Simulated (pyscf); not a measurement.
Thermochemistry of product channels of `[OH][Si][OH]` [singlet] + `[OH]` [doublet] on the doublet surface, in kJ/mol, from ωB97M-D3(BJ)/def2-TZVP energies (ideal gas, 1 atm, RRHO with modes under 100 cm⁻¹ raised to 100, one conformer, R ln 2 for chiral ones without a mode under 150 cm⁻¹). Single points on ωB97X-D3(BJ)/def2-SVP structures (PySCF, gas phase).

```json
[
 {"products": "`[OH][Si]([OH])[OH]` [doublet]", "ΔE": "___", "ΔH(298 K)": "-312.7", "ΔG(298 K)": "-272.8", "ΔG(900 K)": "-194.5"},
 {"products": "`[O][SiH]([OH])[OH]` [doublet]", "ΔE": "-230.3", "ΔH(298 K)": "-227.0", "ΔG(298 K)": "-186.9", "ΔG(900 K)": "-107.1"},
 {"products": "`[O]` [triplet] + `[OH][SiH][OH]` [doublet]", "ΔE": "+271.1", "ΔH(298 K)": "+267.8", "ΔG(298 K)": "+267.8", "ΔG(900 K)": "+265.9"},
 {"products": "`[O]=[Si][OH]` [doublet] + `[OH2]`", "ΔE": "___", "ΔH(298 K)": "-76.3", "ΔG(298 K)": "-79.9", "ΔG(900 K)": "-84.7"},
 {"products": "`[O][Si](=[O])[OH]` [doublet] + `[H][H]`", "ΔE": "-33.6", "ΔH(298 K)": "-48.3", "ΔG(298 K)": "-42.0", "ΔG(900 K)": "-32.2"},
 {"products": "`[O][SiH2][OH]` [doublet] + `[O]` [triplet]", "ΔE": "+364.9", "ΔH(298 K)": "+354.2", "ΔG(298 K)": "+356.2", "ΔG(900 K)": "___"},
 {"products": "`[O]=[Si]=[O]` + `[OH2]` + `[H]` [doublet]", "ΔE": "+195.7", "ΔH(298 K)": "+179.7", "ΔG(298 K)": "+154.2", "ΔG(900 K)": "+101.2"}
]
```

Problem. Fill in the missing entries.

Solution. 
- `[OH][Si]([OH])[OH]` [doublet], ΔE: -323.0
- `[O]=[Si][OH]` [doublet] + `[OH2]`, ΔE: -80.7
- `[O][SiH2][OH]` [doublet] + `[O]` [triplet], ΔG(900 K): +359.2

These are energies of the channels, which say nothing of barriers. Left out: orbital degeneracy and the spin-orbit lowering of OH, O.
